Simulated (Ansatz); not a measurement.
# BH₄P, SMILES BP: a rigid scan of one bond length

Run with the Python package of Ansatz (0.2.0).

`scan_bh4p.py`:
```python
"""Potential curve of BH4P along one bond."""

import ansatz as az
import numpy as np


def main() -> None:
    geometry_ang = [
        ("B", (-0.8611, -0.003, -0.0633)),
        ("P", (0.9719, 0.1312, -0.6482)),
        ("H", (-1.5925, 0.9141, -0.2008)),
        ("H", (-1.2521, -0.9994, 0.4362)),
        ("H", (1.3863, -1.0746, 0.0482)),
        ("H", (1.3475, 1.0318, 0.4279)),
    ]
    geometry = az.Crystal.molecule()
    for symbol, xyz in geometry_ang:
        geometry = geometry.atom(symbol, xyz)

    symbols = [site.symbol for site in geometry.cartesian_sites]
    start = np.array([site.position_ang for site in geometry.cartesian_sites])
    axis = (start[1] - start[0]) / np.linalg.norm(start[1] - start[0])
    moving = [1, 4, 5]
    lengths, energies = [1.697, 1.774, 1.852, 1.929, 2.006, 2.083, 2.16, 2.276], []
    for length in lengths:
        xyz = start.copy()
        xyz[moving] += (length - np.linalg.norm(start[1] - start[0])) * axis
        point = az.Crystal.molecule()
        for symbol, place in zip(symbols, xyz):
            point = point.atom(symbol, place.tolist())
        base = (
            point.calculation()
            .basis(gaussian="cc-pVDZ")
            .correlation("ccsd_t")
        )
        summary = base.run(threads=1, pin="off").report
        energies.append(summary["free_energy_ev"])
        print(f"r = {length:6.3f} A  E = {energies[-1]:.5f} eV  <S^2> = {abs(summary['mean_field']['state']['spin_squared']):.3f}")

    # quartic fit about the minimum
    fit = np.polynomial.Polynomial.fit(lengths, np.array(energies) - min(energies), 4).convert()
    roots = [r.real for r in fit.deriv().roots() if abs(r.imag) < 1e-9 and fit.deriv(2)(r.real) > 0]
    r_e = min(roots, key=lambda r: abs(r - lengths[int(np.argmin(energies))]))
    print(f"minimum of the fit at {r_e:.4f} A, force constant {fit.deriv(2)(r_e):.2f} eV/A^2")


if __name__ == "__main__":
    main()
```

```console
$ python scan_bh4p.py
r =  1.697 A  E = -10012.55898 eV  <S^2> = 0.000
r =  1.774 A  E = -10012.95429 eV  <S^2> = 0.000
r =  1.852 A  E = -10013.16042 eV  <S^2> = 0.000
r =  1.929 A  E = -10013.22445 eV  <S^2> = 0.000
r =  2.006 A  E = -10013.18895 eV  <S^2> = 0.000
r =  2.083 A  E = -10013.08306 eV  <S^2> = 0.000
r =  2.160 A  E = -10012.92867 eV  <S^2> = 0.000
r =  2.276 A  E = -10012.63941 eV  <S^2> = 0.000
minimum of the fit at 1.9352 A, force constant 16.37 eV/A^2
```

Total energies depend on the basis set; only differences at equal settings carry meaning. The rest of the molecule is held rigid at a force-field or estimated start geometry, and the basis set is modest; single-reference methods fail as a bond breaks. The orbitals are restricted, so S² is zero by construction. S² is that of the Hartree-Fock reference. Hardware and time: 6.1 s on 1 thread of Arm Neoverse V1 (shared host), peak memory 0.18 GiB.
